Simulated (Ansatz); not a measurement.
Run this with Ansatz 0.2.0 through its Python package and show what comes out.

The script, `dimer.py`:
```python
"""Interaction energy of two CHN molecules, with the counterpoise correction."""

import ansatz as az

FIRST = [
    ("C", (-0.0057, -0.025, -0.0057)),
    ("N", (0.25, 1.0529, 0.2532)),
    ("H", (-0.2444, -1.0279, -0.2474)),
]
SECOND = [
    ("C", (2.749, 3.141, -0.0049)),
    ("N", (3.3806, 2.9224, 0.9158)),
    ("H", (2.162, 3.3441, -0.8624)),
]

def energy(atoms, ghosts=()):
    molecule = az.Crystal.molecule()
    for symbol, xyz in atoms:
        molecule = molecule.atom(symbol, xyz)
    calc = (
        molecule.calculation()
        .basis(gaussian="cc-pVDZ")  # atom-centred Gaussian functions
        .functional("r2scan")
    )
    deck = calc.input()
    if ghosts:
        deck = deck.set(az.key.basis.gaussian.ghost_atoms, [{"symbol": s, "position_ang": list(xyz)} for s, xyz in ghosts])
    return az.Session.from_dict(deck).plan().execute().report["free_energy_ev"]


def main() -> None:
    # ghost atoms carry the functions of the partner
    both = energy(FIRST + SECOND)
    alone = energy(FIRST) + energy(SECOND)
    ghosted = energy(FIRST, SECOND) + energy(SECOND, FIRST)
    print(f"dimer {both:.6f} eV")
    print(f"interaction, uncorrected   {96.485332 * (both - alone):8.3f} kJ/mol")
    print(f"interaction, counterpoise  {96.485332 * (both - ghosted):8.3f} kJ/mol")
    print(f"basis-set superposition    {96.485332 * (alone - ghosted):8.3f} kJ/mol")


if __name__ == "__main__":
    main()
```

Running `python dimer.py` prints:
```text
dimer -5081.617041 eV
interaction, uncorrected     -5.483 kJ/mol
interaction, counterpoise    -3.410 kJ/mol
basis-set superposition       2.073 kJ/mol
```

Uncorrected it is -5.483 kJ/mol, with the counterpoise correction -3.410 kJ/mol; the difference, 2.073 kJ/mol, is the superposition error.

The settings weren't tested for convergence. The dimer is a generated trial pose of unrelaxed monomers, not a minimum, so the figure is no binding energy, and the basis set is small. This level lacks the dispersion part of the attraction (electrostatics and induction are there), which can decide the sign where the interaction is weak. The whole script took 5.2 s on 1 thread of Arm Neoverse V2 (shared host), peak memory 0.17 GiB.
